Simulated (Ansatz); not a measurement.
```yaml
crystal:
  periodic: [false, false, false]
  atoms:
    - {symbol: Cl, position_ang: [-2.031774, 0.139958, -0.476332]}
    - {symbol: C, position_ang: [-0.451307, 0.555039, 0.219230]}
    - {symbol: C, position_ang: [0.639141, -0.378713, -0.229440]}
    - {symbol: Cl, position_ang: [0.443858, -2.017868, 0.425547]}
    - {symbol: H, position_ang: [-0.214793, 1.568727, -0.108300]}
    - {symbol: H, position_ang: [-0.558773, 0.543597, 1.302919]}
    - {symbol: H, position_ang: [1.601284, -0.005760, 0.125480]}
    - {symbol: H, position_ang: [0.664565, -0.462180, -1.315004]}
basis:
  gaussian: {orbitals: aug-cc-pVTZ, final_grid: {core_spheres: 1, valence_spheres: 1, degree: 1}}
total_charge: 1
magnetization: {spin_polarized: true, initial_magnetization: 1}
hamiltonian: {xc: {name: r2SCAN}}
correlation: {electrons: all}
scf: {lower_state_search: full}
```

```sh
$ ansatz run in.yaml --threads 4 --pin off --events-out ev --progress --plain --max-ram 10444MiB
```

(1) How does Ansatz answer? (Best estimate.)

## Answers

(1) Ansatz gave: The input was rejected before any iteration.
```
Error: invalid value for `correlation`: name a method or an active space
```
